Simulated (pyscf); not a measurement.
`[O]=[Sn]` [singlet] + `[NH3]` → `[NH2][SnH]=[O]`, an insertion (singlet surface; H–N broken, N–Sn, H–Sn formed). Optimised with ωB97X-D3(BJ)/def2-SVP in PySCF. MP2 and CC: frozen core, UHF for open shells. ΔMP2 is the change of the MP2 total energy from the triple- to the quadruple-zeta basis. Energies in eV from the separated reactants.

GFN2-xTB: tblite. 

Quick GFN2-xTB single points give ΔE‡ = 2.66 eV and ΔE = +1.53 eV. What does CCSD(T)/def2-TZVPP + ΔMP2(QZVPP) give, and how far is the quick result from it?

CCSD(T)/def2-TZVPP + ΔMP2(QZVPP) gives ΔE‡ = 2.85 eV and ΔE = +1.15 eV. GFN2-xTB lies 0.19 eV under it in the barrier and 0.39 eV over it in the reaction energy, so on this step it does not hold to within 0.13 eV. CCSD(T)/def2-TZVPP + ΔMP2(QZVPP) has limits of its own. On the reactant side the descent ends in an adduct with a N–Sn contact, 0.66 eV under the separated species and 3.48 eV under the saddle at ωB97X-D3(BJ)/def2-TZVP. What is counted as formed (N–Sn) is already present as a longer contact in the reactant adduct; forming that adduct is a step of its own. The same reactants have a lower exit, to H₂N–Sn:–OH [singlet] (barrier -0.18 eV at ωB97M-D3(BJ), against +2.94 eV here). H₂N–SnH=O lies 2.72 eV over its isomer H₂N–Sn:–OH [singlet] (electronic energy, ωB97M-D3(BJ)). This is the saddle that the search found; another between the same sides may lie lower. The CCSD(T) − MP2 part came from Ansatz, without density fitting, on the same reference. The largest closed-shell T1 diagnostic is 0.033, which may signal static correlation. The frozen core leaves the outer d or s,p core shells of the metals and heavy elements correlated in the MP2 and CC values, and def2-TZVPP describes them poorly, which can shift differences by a few kcal/mol. Elements past Kr carry the def2 core potentials, without spin-orbit coupling.
